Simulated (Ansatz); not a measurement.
**fcc Al**

Method: PBEsol (PAW; Ansatz, a program for electronic structure).

Settings: plane-wave cutoff 500 eV, 16×16×1 k mesh (along the axes of the cell as run), Fermi–Dirac smearing 0.1 eV, scalar-relativistic PAW data made under PBE.

Cell: relaxed at this level.

- surface energy of the (210) face = 1.20 J/m²
- work function of the (210) face = 4.27 eV

The slab of 20 atoms is relaxed and unreconstructed.

Cost on a shared machine: around 28 core-minutes (rough).
